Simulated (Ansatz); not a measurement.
Reaction (SMILES): [CH]=O (CH-O) → [CH-]=O (an electron is taken up)
B3LYP-D3(BJ)/def2-TZVP geometries, fixed; electronic energies without zero-point terms; positive where energy is released.

Effect of the final integration grid (spheres per factor e of radius in core and valence, angular degree) at PBE/aug-cc-pVTZ with Ansatz (a quantum-chemistry and plane-wave program), against the last row, where the adiabatic electron affinity is 0.30 eV. Open shells are unrestricted. The default's grid is 13, 11, 36.

```
setting                     largest shift of a total energy (mEh)  shift of the adiabatic electron affinity (eV)
--------------------------  -------------------------------------  ---------------------------------------------
accuracy: medium (default)                                  0.000                                          0.000
final_grid: 4, 3, 11                                        1.230                                          0.028
final_grid: 6, 5, 17                                       -0.028                                          0.000
final_grid: 8, 7, 23                                        0.007                                          0.000
final_grid: 10, 9, 29                                      -0.001                                          0.000
final_grid: 18, 15, 47                                      0.000                                          0.000
final_grid: 26, 22, 59                                      0.000                                          0.000
```

Within 0.01 eV in the adiabatic electron affinity: accuracy: medium (default); final_grid: 6, 5, 17; final_grid: 8, 7, 23; final_grid: 10, 9, 29; final_grid: 18, 15, 47. The largest shift is 1.230 mEh in a total energy and 0.028 eV in the difference.
